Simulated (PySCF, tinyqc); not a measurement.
Worked calculation: CID on RHF in the sto-3g basis, frozen core, for LiH, spin multiplicity 1. The lowest restricted solution is unstable here: a spin-polarised one lies 0.0031 hartree lower (PySCF). Computed by tinyqc, a small Python program that keeps every step (integrals from PySCF). Settings: charge = 0, multiplicity = 1, basis = sto-3g, method = RHF, frozen orbitals = 1, energy threshold = 1e-10, iteration cap = 66, orthogonalisation = symmetric, start = Wolfsberg-Helmholz matrix, DIIS depth = 6, ci = CID. Command: `OMP_NUM_THREADS=1 python tinyqc.py 21394 21395 out.jsonl` (the two numbers bound the seeds that draw the settings). One thread of a shared host (Intel(R) Xeon(R) Processor @ 2.60GHz), about 0.1 s of CPU time with the checks. The early iterations of the SCF are left out here.

## One-electron integrals

Geometry (angstrom):
```
atom         x         y         z
Li    0.000000  0.000000  0.000000
H     0.000000  0.000000  2.161000
```

Basis sto-3g: exponents (1/bohr^2) and contraction coefficients of normalised primitives:
```
element  l (shell)   exponent  coefficient
Li           s (1)  16.119575     0.154329
Li           s (1)   2.936201     0.535328
Li           s (1)   0.794651     0.444635
Li           s (2)   0.636290    -0.099967
Li           s (2)   0.147860     0.399513
Li           s (2)   0.048089     0.700115
Li           p (3)   0.636290     0.155916
Li           p (3)   0.147860     0.607684
Li           p (3)   0.048089     0.391957
H            s (1)   3.425251     0.154329
H            s (1)   0.623914     0.535328
H            s (1)   0.168855     0.444635
```

Overlap, kinetic and nuclear-attraction integrals over the contracted functions; the nuclear repulsion is the sum of Za Zb / Rab.

nuclear repulsion = 0.73462824 hartree

overlap S, lower triangle:
```
           1Li 1s    1Li 2s   1Li 2px   1Li 2py   1Li 2pz     2H 1s
1Li 1s   1.000000
1Li 2s   0.241137  1.000000
1Li 2px  0.000000  0.000000  1.000000
1Li 2py  0.000000  0.000000  0.000000  1.000000
1Li 2pz  0.000000  0.000000  0.000000  0.000000  1.000000
2H 1s    0.019037  0.263232  0.000000  0.000000  0.380643  1.000000
```

kinetic energy T (hartree), lower triangle:
```
            1Li 1s    1Li 2s   1Li 2px   1Li 2py   1Li 2pz     2H 1s
1Li 1s    3.576786
1Li 2s   -0.020237  0.102163
1Li 2px   0.000000  0.000000  0.319682
1Li 2py   0.000000  0.000000  0.000000  0.319682
1Li 2pz   0.000000  0.000000  0.000000  0.000000  0.319682
2H 1s    -0.007369  0.013082  0.000000  0.000000  0.054781  0.760032
```

nuclear attraction V (hartree), lower triangle:
```
            1Li 1s     1Li 2s    1Li 2px    1Li 2py    1Li 2pz      2H 1s
1Li 1s   -8.227757
1Li 2s   -1.023392  -1.441780
1Li 2px   0.000000   0.000000  -1.409366
1Li 2py   0.000000   0.000000   0.000000  -1.409366
1Li 2pz  -0.008829  -0.089958   0.000000   0.000000  -1.477731
2H 1s    -0.077439  -0.416354   0.000000   0.000000  -0.608565  -1.961127
```

core Hamiltonian H = T + V (hartree), lower triangle:
```
            1Li 1s     1Li 2s    1Li 2px    1Li 2py    1Li 2pz      2H 1s
1Li 1s   -4.650971
1Li 2s   -1.043629  -1.339616
1Li 2px   0.000000   0.000000  -1.089684
1Li 2py   0.000000   0.000000   0.000000  -1.089684
1Li 2pz  -0.008829  -0.089958   0.000000   0.000000  -1.158049
2H 1s    -0.084808  -0.403272   0.000000   0.000000  -0.553783  -1.201095
```

## Two-electron integrals

Functions are numbered as in S; the eight-fold symmetry (ij|kl) = (ji|kl) = (kl|ij) leaves the list below.

Two-electron integrals (ij|kl) in chemists' order, unique and non-zero (hartree):
```
(11|11) 1.680395   (21|11) 0.265420   (21|21) 0.049941   (22|11) 0.397727
(22|21) 0.092860   (22|22) 0.290562   (31|31) 0.008981   (32|31) 0.013788
(32|32) 0.064184   (33|11) 0.396640   (33|21) 0.092880   (33|22) 0.290497
(33|33) 0.312946   (41|41) 0.008981   (42|41) 0.013788   (42|42) 0.064184
(43|43) 0.016869   (44|11) 0.396640   (44|21) 0.092880   (44|22) 0.290497
(44|33) 0.279207   (44|44) 0.312946   (51|51) 0.008981   (52|51) 0.013788
(52|52) 0.064184   (53|53) 0.016869   (54|54) 0.016869   (55|11) 0.396640
(55|21) 0.092880   (55|22) 0.290497   (55|33) 0.279207   (55|44) 0.279207
(55|55) 0.312946   (61|11) 0.019913   (61|21) 0.003790   (61|22) 0.007263
(61|33) 0.007174   (61|44) 0.007174   (61|51) 0.000497   (61|52) 0.000969
(61|55) 0.007444   (61|61) 0.000320   (62|11) 0.080148   (62|21) 0.019098
(62|22) 0.067845   (62|33) 0.063892   (62|44) 0.063892   (62|51) 0.002942
(62|52) 0.021391   (62|55) 0.075690   (62|61) 0.001769   (62|62) 0.031501
(63|31) 0.001128   (63|32) 0.006144   (63|53) 0.002856   (63|63) 0.001657
(64|41) 0.001128   (64|42) 0.006144   (64|54) 0.002856   (64|64) 0.001657
(65|11) 0.109940   (65|21) 0.026358   (65|22) 0.096119   (65|33) 0.089513
(65|44) 0.089513   (65|51) 0.004520   (65|52) 0.033042   (65|55) 0.109245
(65|61) 0.002494   (65|62) 0.047822   (65|65) 0.073041   (66|11) 0.244809
(66|21) 0.059002   (66|22) 0.231088   (66|33) 0.211709   (66|44) 0.211709
(66|51) 0.008765   (66|52) 0.083611   (66|55) 0.269730   (66|61) 0.005514
(66|62) 0.141325   (66|65) 0.220295   (66|66) 0.774606
```

## Orthogonalisation

S = U s U^T; symmetric (Loewdin) form X = U s^(-1/2) U^T, so that X^T S X = 1.

eigenvalues of S: 0.519138  0.805364  1.000000  1.000000  1.182639  1.492859

X, lower triangle:
```
            1Li 1s     1Li 2s   1Li 2px   1Li 2py    1Li 2pz     2H 1s
1Li 1s    1.023434
1Li 2s   -0.129586   1.055648
1Li 2px   0.000000   0.000000  1.000000
1Li 2py   0.000000   0.000000  0.000000  1.000000
1Li 2pz  -0.006186   0.046136  0.000000  0.000000   1.064761
2H 1s     0.018157  -0.156982  0.000000  0.000000  -0.221335  1.096357
```

## Starting guess

The start is the generalised Wolfsberg-Helmholz matrix (K = 1.75) built on H; D = 2 C_occ C_occ^T.

D at the start, lower triangle:
```
            1Li 1s    1Li 2s   1Li 2px   1Li 2py   1Li 2pz     2H 1s
1Li 1s    1.974700
1Li 2s    0.028274  0.175874
1Li 2px   0.000000  0.000000  0.000000
1Li 2py   0.000000  0.000000  0.000000  0.000000
1Li 2pz  -0.088253  0.276136  0.000000  0.000000  0.442487
2H 1s    -0.132177  0.362308  0.000000  0.000000  0.581673  0.764776
```

## Iteration 9 (converged): orbitals

converged F (hartree), lower triangle:
```
            1Li 1s     1Li 2s   1Li 2px   1Li 2py    1Li 2pz      2H 1s
1Li 1s   -2.364123
1Li 2s   -0.642696  -0.209174
1Li 2px   0.000000   0.000000  0.160486
1Li 2py   0.000000   0.000000  0.000000  0.160486
1Li 2pz   0.014054  -0.063345  0.000000  0.000000   0.056403
2H 1s    -0.052629  -0.196801  0.000000  0.000000  -0.192858  -0.079332
```

Diagonalise F' = X^T F X, C = X C', fill 2 alpha and 2 beta electrons from the bottom; D = 2 C_occ C_occ^T. Each column has its largest component positive (the first on a tie).

F' = X^T F X (hartree), lower triangle:
```
           1          2         3         4          5         6
1  -2.310552
2  -0.360870  -0.039257
3   0.000000   0.000000  0.160486
4   0.000000   0.000000  0.000000  0.160486
5   0.011503   0.002745  0.000000  0.000000   0.148258
6   0.021551  -0.197864  0.000000  0.000000  -0.232705  0.059867
```

orbital energies (hartree): MO1 -2.366591, MO2 -0.236302, MO3 0.070800, MO4 0.160486, MO5 0.160486, MO6 0.390407

coefficients C:
```
               MO1        MO2        MO3       MO4        MO5        MO6
1Li 1s    0.991484  -0.149105  -0.215398  0.000000   0.000000   0.113616
1Li 2s    0.033275   0.500455   0.799179  0.000000   0.000000  -0.517405
1Li 2px   0.000000   0.000000   0.000000  0.309577   0.950874   0.000000
1Li 2py   0.000000   0.000000   0.000000  0.950874  -0.309577   0.000000
1Li 2pz  -0.004429   0.325237  -0.590083  0.000000   0.000000  -0.854913
2H 1s    -0.001545   0.596643  -0.205432  0.000000   0.000000   0.936895
```

D after iteration 9, lower triangle:
```
            1Li 1s    1Li 2s   1Li 2px   1Li 2py   1Li 2pz     2H 1s
1Li 1s    2.010544
1Li 2s   -0.083257  0.503124
1Li 2px   0.000000  0.000000  0.000000
1Li 2py   0.000000  0.000000  0.000000  0.000000
1Li 2pz  -0.105772  0.325238  0.000000  0.000000  0.211598
2H 1s    -0.180989  0.597082  0.000000  0.000000  0.388114  0.711969
```

Within a degenerate level the vectors are fixed only up to a rotation; this is one choice.

## Convergence

Stop when the energy changes by less than 1e-10 hartree and every element of the error matrix X^T (F D S - S D F) X is below 3e-06.

Course of the cycle:
```
iteration  E (hartree)     change  largest element of the error matrix
1          -7.79650003          -                             4.17e-02
2          -7.80694917  -1.04e-02                             2.56e-02
3          -7.81182852  -4.88e-03                             1.08e-02
4          -7.81264034  -8.12e-04                             1.33e-03
5          -7.81264753  -7.18e-06                             7.34e-05
6          -7.81264753  -5.25e-09                             2.40e-05
7          -7.81264753  -6.29e-10                             1.33e-05
8          -7.81264753  -3.40e-10                             1.89e-07
9          -7.81264753  -6.93e-14                             4.04e-11
```

PySCF RHF in the same basis = -7.81264753 hartree

Converged in 9 iterations.

## Populations, bond orders and dipole

Mulliken: Z minus the diagonal of D S on the atom; Loewdin: the same with S^(1/2) D S^(1/2); Mayer order: 2 sum_s sum (D(s) S)_ij (D(s) S)_ji over the two atoms.

Charges (e):
```
atom   Mulliken    Loewdin
1Li    0.013428   0.011185
2H    -0.013428  -0.011185
```

Mayer bond orders:
```
pair     order
2-1   0.999820
```

dipole moment about the origin, x y z (debye): 0.000000  0.000000  -5.073295

## Integrals over molecular orbitals

(pq|rs) = sum C_ip C_jq C_kr C_ls (ij|kl), one index at a time.

one-electron integrals over orbitals h = C^T H C (hartree), lower triangle:
```
           1          2          3          4          5          6
1  -4.642063
2   0.095614  -1.302320
3   0.161516   0.013636  -1.092749
4   0.000000   0.000000   0.000000  -1.089684
5   0.000000   0.000000   0.000000   0.000000  -1.089684
6  -0.052323   0.043815   0.019794   0.000000   0.000000  -1.014468
```

Two-electron integrals over orbitals (pq|rs), unique and non-zero (hartree); the lowest 1 orbital is frozen and left out:
```
(22|22) 0.449837    (32|22) -0.060076   (32|32) 0.021967    (33|22) 0.212939
(33|32) 0.014764    (33|33) 0.328007    (42|42) 0.021168    (43|42) 0.020380
(43|43) 0.041382    (44|22) 0.244231    (44|32) 0.014009    (44|33) 0.279474
(44|44) 0.312946    (52|52) 0.021168    (53|52) 0.020380    (53|53) 0.041382
(54|54) 0.016869    (55|22) 0.244231    (55|32) 0.014009    (55|33) 0.279474
(55|44) 0.279207    (55|55) 0.312946    (62|22) 0.107621    (62|32) -0.045005
(62|33) -0.018505   (62|44) -0.037448   (62|55) -0.037448   (62|62) 0.130839
(63|22) -0.058352   (63|32) 0.017965    (63|33) 0.036746    (63|44) 0.008311
(63|55) 0.008311    (63|62) -0.039725   (63|63) 0.031610    (64|42) -0.018372
(64|43) -0.011858   (64|64) 0.019169    (65|52) -0.018372   (65|53) -0.011858
(65|65) 0.019169    (66|22) 0.421455    (66|32) -0.049416   (66|33) 0.238708
(66|44) 0.258057    (66|55) 0.258057    (66|62) 0.096994    (66|63) -0.046635
(66|66) 0.416970
```

## CID: determinants and Hamiltonian

one-electron integrals dressed by the frozen orbital, h + 2 (pq|11) - (p1|1q) (hartree), lower triangle:
```
           2          3          4          5          6
2  -0.686139
3   0.060076  -0.333111
4   0.000000   0.000000  -0.306808
5   0.000000   0.000000   0.000000  -0.306808
6  -0.107621   0.071700   0.000000   0.000000  -0.321664
```

energy of the frozen orbital, 2 h_11 + (11|11) = -7.62483539 hartree

Hartree-Fock energy = -7.81264753 hartree

Slater-Condon rules over spin orbitals, with the nuclear repulsion and the energy of the frozen orbital added and E(HF) subtracted on the diagonal. Only determinants linked to the reference directly or through others are kept (one block of an abelian symmetry group), so some states are absent.

Occupation strings over the orbitals (2 doubly, a alpha, b beta, 0 empty; spin orbitals ordered 1a 1b 2a 2b ...): 220000 202000 20a00b 200200 200020 20b00a 200002

H - E(HF) between determinants (hartree), lower triangle:
```
           220000     202000     20a00b    200200    200020     20b00a    200002
220000   0.000000
202000   0.021967   0.584225
20a00b  -0.045005   0.108445   0.506374
200200   0.021168   0.041382  -0.011858  0.621771
200020   0.021168   0.041382  -0.011858  0.016869  0.621771
20b00a   0.045005  -0.108445  -0.031610  0.011858  0.011858   0.506374
200002   0.130839   0.031610   0.025065  0.019169  0.019169  -0.025065  0.696083
```

## CID: roots

Diagonalise (each vector has its largest component positive (the first on a tie)); all determinants have Ms = 0, so triplets appear too. The lowest singlet root is the correlation energy.

lowest roots of this matrix, relative to E(HF) (hartree): -0.034619  0.399958  0.474764  0.604901  0.639224  0.677329  0.775039

lowest vectors:
```
           root 1     root 2    root 3     root 4
220000   0.973156   0.124137  0.000000   0.000000
202000  -0.055942   0.653156  0.000000   0.000000
20a00b   0.094065  -0.499102  0.707107   0.000000
200200  -0.018798  -0.172418  0.000000   0.707107
200020  -0.018798  -0.172418  0.000000  -0.707107
20b00a  -0.094065   0.499102  0.707107   0.000000
200002  -0.177299  -0.017757  0.000000   0.000000
```

<S^2> of these roots: 0.000000  0.000000  2.000000  0.000000  0.000000  0.000000  0.000000

weight of the ground state by excitation level 0, 1, 2, ...: 0.947032  0.000000  0.052968
